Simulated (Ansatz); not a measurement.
# Osmium, hcp under r²SCAN: how the Fermi-Dirac smearing moves the result

How small must the Fermi-Dirac smearing width be for energy and pressure to settle? The geometry was relaxed under r²SCAN beforehand and stays fixed; 6 values are run, from 0.01 to 1.0 eV. Wanted are the values from which on the energy stays within 10 and 1 meV/atom, and the pressure within 0.5 GPa, of the narrowest run. Within the series other settings stay, but some runs also write fields, which adds to their time. Spin polarisation is left out.

Computed with Ansatz 0.2.0 (DFT r²SCAN, plane waves with PAW, scalar-relativistic, unless a step says otherwise).

### Step 1. The structure to begin with

The structure is hexagonal, space group P6_3/mmc (No. 194). Conventional cell: a = 2.739 Å, b = 2.739 Å, c = 4.314 Å, α = 90.00°, β = 90.00°, γ = 120.00°. Os (site symmetry -6m2) is surrounded by 12 Os at 2.67 to 2.74 Å.

As a file:

```cif
data_structure
_symmetry_space_group_name_H-M 'P 1'
_symmetry_Int_Tables_number 1
_cell_length_a 2.7394
_cell_length_b 2.7394
_cell_length_c 4.3138
_cell_angle_alpha 90.000
_cell_angle_beta 90.000
_cell_angle_gamma 120.000
_cell_volume 28.03
loop_
_atom_site_label
_atom_site_type_symbol
_atom_site_fract_x
_atom_site_fract_y
_atom_site_fract_z
_atom_site_occupancy
Os1 Os 0.33333 0.66667 0.25000 1
Os2 Os 0.66667 0.33333 0.75000 1
```

### Step 2. Width 0.01 eV

The run at 0.01 eV.

input.yaml reads:

```yaml
crystal:
  lattice:
    - [2.7393806551, 0.0, 0.0]
    - [-1.3696903275, 2.3723732379, 0.0]
    - [0.0, 0.0, 4.3138178725]
  atoms:
    - { symbol: Os, position: [0.3333333333, 0.6666666667, 0.25] }
    - { symbol: Os, position: [0.6666666667, 0.3333333333, 0.75] }
hamiltonian:
  xc: r2scan
  pseudopotentials:
    kind: paw
    azcp:
      Os: "pseudopotentials/Os.paw.azcp"
basis:
  ecutwfc: 500
  fft_grid_basis: typed
kpoints:
  mp_grid: { grid: [13, 13, 7], shift: [0, 0, 0] }
magnetization:
  spin_polarized: false
scf:
  occupations: { method: fermi_dirac, width: 0.01 }
  lower_state_search: "off"
output:
  stress: true
```

Command:

```bash
$ ansatz run input.yaml --threads 2 --pin off --max-ram 5120MiB --backend cpu --events-out ev --progress --plain --runs-dir out
```

### Step 3. Width 0.03 eV

The run at 0.03 eV.

input.yaml: that of step 2 with these lines changed.

```diff
@@ -22,3 +22,3 @@
 scf:
-  occupations: { method: fermi_dirac, width: 0.01 }
+  occupations: { method: fermi_dirac, width: 0.03 }
   lower_state_search: "off"
```

### Step 4. Width 0.2 eV

The run at 0.2 eV.

input.yaml: that of step 3 with these lines changed.

```diff
@@ -22,3 +22,3 @@
 scf:
-  occupations: { method: fermi_dirac, width: 0.03 }
+  occupations: { method: fermi_dirac, width: 0.2 }
   lower_state_search: "off"
```

### Step 5. Width 0.3 eV

The run at 0.3 eV.

input.yaml: that of step 4 with these lines changed.

```diff
@@ -22,3 +22,3 @@
 scf:
-  occupations: { method: fermi_dirac, width: 0.2 }
+  occupations: { method: fermi_dirac, width: 0.3 }
   lower_state_search: "off"
@@ -26 +26,5 @@
   stress: true
+  write_density: true
+  write_potential: true
+  elf: true
+  volumetric_format: npy
```

### Step 6. Width 0.6 eV

The run at 0.6 eV.

input.yaml: that of step 5 with these lines changed.

```diff
@@ -22,3 +22,3 @@
 scf:
-  occupations: { method: fermi_dirac, width: 0.3 }
+  occupations: { method: fermi_dirac, width: 0.6 }
   lower_state_search: "off"
```

### Step 7. Width 1.0 eV

The run at 1.0 eV.

input.yaml: that of step 6 with these lines changed.

```diff
@@ -22,3 +22,3 @@
 scf:
-  occupations: { method: fermi_dirac, width: 0.6 }
+  occupations: { method: fermi_dirac, width: 1.0 }
   lower_state_search: "off"
```

(Steps that only read results are left out.)

Q: Predict the outcome of this session.

As calculated:

| quantity | value |
| --- | --- |
| E(σ → 0) stays within 10 meV/atom of 0.01 eV | up to 0.3 eV |
| E(σ → 0) stays within 1 meV/atom | up to 0.03 eV |
| pressure stays within 0.5 GPa | up to 0.03 eV |
| pressure at 0.01 eV | -0.25 GPa |
| energy of a separate run on a finer mesh (22×22×12) | -1.0 meV/atom from 0.01 eV |

What this shows: The far end, 1.0 eV, lies +102.1 meV/atom and +23.6 GPa from the yardstick. Over the range F shifts by -1224.0 meV/atom, while E(σ → 0) shifts by +102.1. With this scheme F falls about as the square of the width. The mesh (13×13×7) is fixed, so the narrowest widths carry a k-point error of their own. The yardstick itself is unsettled by 1.0 meV/atom against the finer mesh, so the thresholds above hold only within this series, and wider smearing, which averages over more states, can land nearer the fine-mesh value than the narrowest does.
